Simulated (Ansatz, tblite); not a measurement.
Removing an electron: SiS2⁻ (the lowest doublet isomer of a short search). Total charge -1; doublet. Geometry: PBE-D4/def2-TZVPD. Ansatz, gas phase; energy differences of separate SCF runs; the oxidised species is a singlet (the triplet lies 0.97 eV higher at PBE0-D4/def2-TZVPD).

```xyz
3

Si   -0.104   -0.472   -0.224
S     1.820   -0.291    0.398
S    -1.715    0.763   -0.174
```

The xTB rows come from tblite. Correlated methods freeze 15 core orbitals. The structure comes from a short search, and lower isomers may exist.

Estimate orbital energies and vertical ionisation energies at: GFN1-xTB; GFN2-xTB; PBE-D4/def2-TZVPD; r2SCAN-D4/def2-TZVPD; PBE0-D4/def2-TZVPD; MP2/def2-TZVPPD; CCSD/def2-TZVPPD; CCSD(T)/def2-TZVPPD.


```tsv
level	−HOMO (eV)	vertical IE (eV)	−LUMO (eV)	HOMO–LUMO gap (eV)	remarks
GFN1-xTB	–	5.49	–	–	–
GFN2-xTB	–	6.34	–	–	–
PBE-D4/def2-TZVPD	-0.01	2.68	-0.97	0.96	HOMO above zero (-1 doublet), restricted SCF unstable in HF (singlet)
r2SCAN-D4/def2-TZVPD	0.26	2.84	-1.33	1.59	restricted SCF unstable in HF (singlet)
PBE0-D4/def2-TZVPD	1.02	2.89	-1.75	2.77	restricted SCF unstable in HF (singlet)
MP2/def2-TZVPPD	–	2.60	–	–	restricted SCF unstable (singlet)
CCSD/def2-TZVPPD	–	2.74	–	–	large T1 (0.024) (singlet), restricted SCF unstable (singlet)
CCSD(T)/def2-TZVPPD	–	2.64	–	–	large T1 (0.024) (singlet), restricted SCF unstable (singlet)
```

Run but left out: HF/def2-TZVPPD (neutral singlet: restricted singlet, unstable towards broken spin symmetry).  A HOMO above zero means that the electron is unbound at that level or that self-interaction error raises the level; the energy of removing that electron tells which. HOMO and LUMO are the levels of the spin that leaves or enters (xTB has no such levels and no spin-polarisation term). Other spin states of the ions may lie lower, which would lower the ionisation energy or raise the affinity. Raw xTB energy differences between charge states are shifted by several eV; the methods need an empirical correction for them.
